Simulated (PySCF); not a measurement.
These compounds are isomers of formula C5H10O.

A. SMILES C=CCOCC
B. 3-pentanone (SMILES CCC(=O)CC)
C. SMILES C/C=C(\C)OC

Spectrum 1. $^{1}$H NMR (300 MHz, computed): δ 6.40 (m, 1H), 5.44 (m, 1H), 5.35 (m, 1H), 4.18 (d, 2H), 3.55 (q, 2H), 1.30 (t, 3H). $^{13}$C{$^{1}$H} NMR (computed): δ 147.1 (CH), 120.1 (CH2), 79.0 (CH2), 71.0 (CH2), 18.1 (CH3).

Spectrum 2. $^{1}$H NMR (300 MHz, computed): δ 4.21 (q, 1H), 3.57 (s, 3H), 1.98 (s, 3H), 1.71 (d, 3H). $^{13}$C{$^{1}$H} NMR (computed): δ 161.3 (C), 93.6 (CH), 55.2 (CH3), 20.1 (CH3), 15.1 (CH3).

Spectrum 3. $^{1}$H NMR (300 MHz, computed): δ 2.35 (q, 4H), 1.10 (t, 6H). $^{13}$C{$^{1}$H} NMR (computed): δ 215.4 (C), 39.7 (CH2), 9.5 (CH3).

[PySCF 2.14.0 with density-fitted response routines: GFN2-xTB geometry; GIAO PBE0/pcSseg-1 shieldings; non-relativistic Hamiltonian; fast rotation and ring inversion assumed for equivalent nuclei; in vacuum; a single conformation]

Scale: TMS for $^{1}$H (31.72 ppm), $^{13}$C (186.93 ppm) (reference shieldings calculated alike). Where no couplings were computed, multiplicities follow the n + 1 count of equivalent neighbours, and m marks all less simple cases (inequivalent or close neighbours, rings, F or P nearby). Shifts are as computed. Against solution values, carbons near 30 ppm lie about +3 ppm off and those near 130 ppm about +5 ppm. Of 1211 compounds with measured shifts, 218 miss one by over three times the rms of a fit or turn the order of signals round; such compounds aren't used in these exercises.

Task: Match each spectrum to its structure.

Result: 1–A, 2–C, 3–B.

- Spectrum 1 (A): 5 $^{13}$C signals; δC 147.1 is an alkene CH; δC 120.1 is a terminal =CH2 carbon.
- Spectrum 2 (C): 5 $^{13}$C signals; δC 161.3 is an alkene carbon bearing oxygen; δC 93.6 is a β carbon of an enol-ether or enamine type C=C.
- Spectrum 3 (B): 3 $^{13}$C signals; δC 215.4 is a ketone carbonyl carbon; δC 39.7 is an sp3 CH2 α to a carbonyl.
